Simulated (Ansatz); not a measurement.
A calculation with Ansatz (development build ahead of 0.2.0).

```yaml
crystal:
  periodic: [false, false, false]
  atoms:
    - { symbol: P, position_ang: [0.0, 0.0, -0.77912] }
    - { symbol: H, position_ang: [0.0, 0.0, 0.77912] }
basis:
  gaussian: { orbitals: def2-SVP }
total_charge: 1
magnetization:
  initial_magnetization: 1
hamiltonian:
  xc: hf
correlation:
  method: ccsd_t
  frozen_orbitals: { H: 0, P: 5 }
scf:
  omitted_lower_state_checks: [starts, atomic_configurations, cluster_reference, orbital_swaps, given_window_search, neighbouring_geometries, increment]
```

The input is written out in the form of the current development build from the run's settings. Correlation on restricted open-shell orbitals is semicanonical, with singles.

The run gave:

| Item | Value |
| --- | --- |
| Converged | yes |
| Reference energy | -340.80880 hartree |
| Correlation energy | -0.10465 hartree |
| Total energy | -340.91344 hartree |
| Stability test | minimum among restricted orbitals |
